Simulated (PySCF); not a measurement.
**From a raw peak list to a structure**

Formula C3H3F3. The spectrum was simulated from the full spin Hamiltonian at 300 MHz with 0.8 Hz Lorentzian lines, from shifts rounded to 0.01 ppm and J to 0.1 Hz, couplings under 1 Hz left out.

Maxima in Hz from TMS (height), grouped by integral:
2H: 1898.0 (2), 1893.3 (3), 1882.6 (3), 1878.9 (12), 1874.2 (40), 1870.4 (100), 1868.3 (50), 1865.1 (100), 1863.6 (72), 1862.6 (58), 1858.7 (16), 1851.2 (6), 1843.5 (2), 1839.7 (2)
1H: 1775.8 (3), 1774.5 (3), 1761.9 (68), 1758.0 (11), 1756.6 (28), 1754.8 (32), 1754.5 (32), 1752.8 (26), 1751.3 (10), 1747.4 (52)

¹³C{¹H} NMR (computed): δ 137.1 (CH, q, J = 36.7 Hz), 133.6 (C, q, J = 341.0 Hz), 130.2 (CH2, q, J = 5.9 Hz).

PySCF 2.14.0 with density-fitted response routines calculation with shielding tensors at B97-2/pcSseg-2 (GIAO), J couplings at B3LYP/pcJ-2 and coordinates at the PBE0-D3(BJ)/def2-TZVP level; single conformer, fast rotation and ring inversion assumed for equivalent nuclei, no solvent, non-relativistic.

Scale: TMS for ¹H (σ = 31.64 ppm) and ¹³C (σ = 185.38 ppm) (reference shieldings calculated alike).

Task: Analyse the multiplets.

Result: ¹H NMR (300 MHz, computed): δ 6.23 (m, 1H), 6.22 (m, 1H), 5.85 (m, 1H). These are first-order names from the parameters used; overlap and second-order distortion can hide them in the list.

Task: What is the compound?

Result: SMILES C=CC(F)(F)F.

Atom-mapped SMILES (the numbers label the heavy atoms): `[CH2:1]=[CH:2][C:3]([F:4])([F:5])[F:6]`; H(Xn) means a hydrogen on atom n. Ha(C1) is cis to C3; Hb(C1) is trans to C3.

δ 6.23: H(C2), hydrogen on an alkene CH, coupled to Ha(C1) (19.1 Hz), Hb(C1) (12.8 Hz), F4/F5/F6 (6.0 Hz). δ 6.22: Ha(C1), hydrogen on a terminal =CH2 carbon, coupled to H(C2) (19.1 Hz), F4/F5/F6 (2.0 Hz), Hb(C1) (1.6 Hz). δ 5.85: Hb(C1), hydrogen on a terminal =CH2 carbon, coupled to H(C2) (12.8 Hz), Ha(C1) (1.6 Hz).

This is the structure that produced the data.

Common functionals overestimate the size of one-bond C–F couplings by tens of Hz; these are unscaled. Splittings below 1 Hz are ignored in the labels, and close J values are merged. Shifts are as computed. Against solution values, carbons near 30 ppm lie about +3 ppm off and those near 130 ppm about +7 ppm. Of 1211 compounds with measured shifts, 218 miss one by over three times the rms of a fit or turn the order of signals round; such compounds aren't used in these exercises.
